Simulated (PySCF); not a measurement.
## Electronic absorption of BH2(NH2)

Species: BH2(NH2).
SMILES: `[H]B([H])N`

Method used: TDDFT CAM-B3LYP/def2-SVPD, vertical, gas phase, core orbitals frozen in the response (PySCF 2.14.0, density-fitted response routines). Isolated species at its PBE0-D3(BJ)/def2-SVP geometry, gas phase.

Problem. List the vertical singlet excitations with oscillator strengths and describe the spectrum.

Solution. 

```
state  E (eV)  E (hartree)       f  symmetry  main configurations (H = HOMO, L = LUMO)
   S1    7.22       0.2654  0.0000         –                             H-1→L+1 (99%)
   S2    7.76       0.2853   0.051  B1 or B2                                 H→L (92%)
   S3    8.33       0.3062   0.228        A1                               H→L+1 (96%)
   S4    8.48       0.3115   0.031  B1 or B2                               H-1→L (97%)
   S5    9.23       0.3391  0.0000         –                               H→L+3 (98%)
   S6    9.49       0.3488   0.048  B1 or B2                             H-2→L+1 (92%)
   S7    9.63       0.3537  0.0035  B1 or B2                               H→L+2 (84%)
   S8    9.65       0.3548   0.062  B1 or B2                             H-1→L+2 (96%)
   S9   10.30       0.3784   0.020        A1                             H-1→L+3 (91%)
  S10   10.53       0.3869   0.046  B1 or B2                               H→L+4 (92%)
```

Triplets, Tamm–Dancoff:

```csv
state,E (eV),λ (nm),"main configurations (H = HOMO, L = LUMO)"
T1,6.25,198.3,H→L+1 (96%)
T2,6.55,189.2,H-1→L+1 (98%)
T3,7.43,166.9,"H→L (86%), H→L+2 (11%)"
T4,8.29,149.6,H-1→L (94%)
```

The lowest singlet comes at 172 nm (697 kJ/mol) in the vacuum ultraviolet; it is dark (f under 0.0005); its leading configuration is HOMO-1→LUMO+1 (99%). The most intense listed level is S3 at 8.33 eV (149 nm, f = 0.228), 1.11 eV above S1. Löwdin shares by element: HOMO nitrogen 67%, boron 18%, hydrogen 13% or more; LUMO boron 54%, hydrogen 28% or more, nitrogen 12%. Orbital energies (eV): HOMO-3 -15.95, HOMO-2 -12.54, HOMO-1 -10.41, HOMO -10.20, LUMO 1.12, LUMO+1 1.34, LUMO+2 2.36. Weighted by f, the mean energy of these states is 8.86 eV. Of the 10 states listed, 7 reach f = 0.01 and 2 stay under 0.0005. No computed singlet lies in the visible range (380 to 750 nm); the lowest, at 172 nm, stands 3.96 eV above its violet end (3.26 eV). Symmetry labels in C2v follow from the direction of the transition dipole and are given only for states with f of 0.002 or more; B1 and B2 swap with the choice of axes. Only the lowest 10 singlets were computed, as vertical energies without vibronic structure.

Time: 1.6 s wall. Hardware: one thread, Arm Neoverse V2, shared host.
